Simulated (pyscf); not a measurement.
Structures and frequencies: ωB97X-D3(BJ)/def2-SVP in PySCF.

**Question.** `[O]=[Nb](=[O])[Cl]` + `[H][H]` -> `[O]=[NbH]([OH])[Cl]`
Surface: singlet. Broken: H–H. Formed: H–O, H–Nb. Give ΔE‡ and ΔE from ωB97M-D3(BJ)/def2-TZVP, relative to the separated reactants.

**Answer.** ΔE‡ = 3.3 kJ/mol, ΔE = -171.6 kJ/mol. Zero-point energy shifts the barrier by +11.4 kJ/mol. It is an addition across a multiple bond or ene-type step, with an imaginary mode of 1310i cm⁻¹. On the reactant side the descent ends in an adduct with a H–Nb contact, 48.7 kJ/mol under the separated species and 49.2 kJ/mol under the saddle at ωB97X-D3(BJ)/def2-TZVP. This is the saddle that the search found; another between the same sides may lie lower. Elements past Kr carry the def2 core potentials, without spin-orbit coupling.
